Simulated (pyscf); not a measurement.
Elementary routes open to O=P–OH + hydrogen (H₂) in the gas phase (singlet surface):
A. O=PH + water (H₂O) (O–P, H–H broken; H–P, H–O formed)
B. HO–PH–OH (H–H broken; H–O, H–P formed)

Optimised with ωB97X-D3(BJ)/def2-SVP in PySCF.

Problem. Rank the routes by free-energy barrier at 900 K, lowest first, for ωB97M-D3(BJ)/def2-TZVP energies (ideal gas, 1 atm, RRHO with modes under 100 cm⁻¹ raised to 100, one conformer, R ln 2 for chiral ones without a mode under 150 cm⁻¹).

Solution. B (75.0 kcal/mol), A (77.7 kcal/mol)

Route B is the fastest of these, ahead of the next by 2.7 kcal/mol. The most stable products are those of B (ΔG = +22.9 kcal/mol), so kinetics and thermodynamics agree. At 298 K B is still the fastest. A: On the product side the descent ends in a complex (not fully relaxed), 7.7 kcal/mol under the separated species and 27.9 kcal/mol under the saddle at ωB97X-D3(BJ)/def2-TZVP. B: On the product side the descent ends in a point that may be a rotor saddle (no frequency run), 1.1 kcal/mol over the lowest minimum found and 57.7 kcal/mol under the saddle at ωB97X-D3(BJ)/def2-TZVP. Only these routes are compared; each barrier is that of the saddle found, and lower ones may exist.
